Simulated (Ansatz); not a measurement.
# BNH (doublet): from Hartree-Fock to the top rungs, def2-QZVPP

The task here is to estimate one member of a computed series from the others.

Method: def2-QZVPP, core rule «outside noble gas», up to 2 orbitals frozen; program: Ansatz 0.2.0, Gaussian basis.

To be run: UHF; ROHF; CCSD(T) on UHF.

**The system**

The geometry is a PBE0/def2-TZVP stationary point (not a proven minimum) of the parent state, kept for this charge and spin.

3 atoms, charge 0, spin multiplicity 2.

Atoms are counted from 1 here; the program's logs count them from 0.

Bond lengths: B1–N2 1.465 Å, N2–H3 1.030 Å. Angles: B1–N2–H3 111.7°.

Set-up of the first run:

in.yaml reads:

```yaml
crystal:
  periodic: [false, false, false]
  atoms:
    - {symbol: B, position_ang: [0.000000, 0.079752, 0.863775]}
    - {symbol: N, position_ang: [0.000000, -0.117617, -0.587927]}
    - {symbol: H, position_ang: [0.000000, 0.779045, -1.094669]}
basis:
  gaussian: {orbitals: "def2-QZVPP.json"}
magnetization: {spin_polarized: true, initial_magnetization: 1}
hamiltonian: {xc: hf}
output: {orbitals: {seedname: orbitals}}
```

Started as:

```sh
$ ansatz run in.yaml --threads 1 --pin off --events-out ev --progress --plain --max-ram 2393MiB
```

Steps of the session up to this table: UHF; ROHF; CCSD(T) on UHF.

One of the session's tables, all rows but one given; the rest of the session is left out.

```
  method  from UCCSD(T) (kcal/mol)
    ROHF                   +206.83
     UHF                   +200.45
    UMP2                         ?
   UCCSD                    +11.74
UCCSD(T)                         0
```

**Question.** Estimate the row for UMP2.

**Answer.** from UCCSD(T) (kcal/mol): +30.64. In the column «from UCCSD(T) (kcal/mol)» it lies between UCCSD (+11.74) and UHF (+200.45).
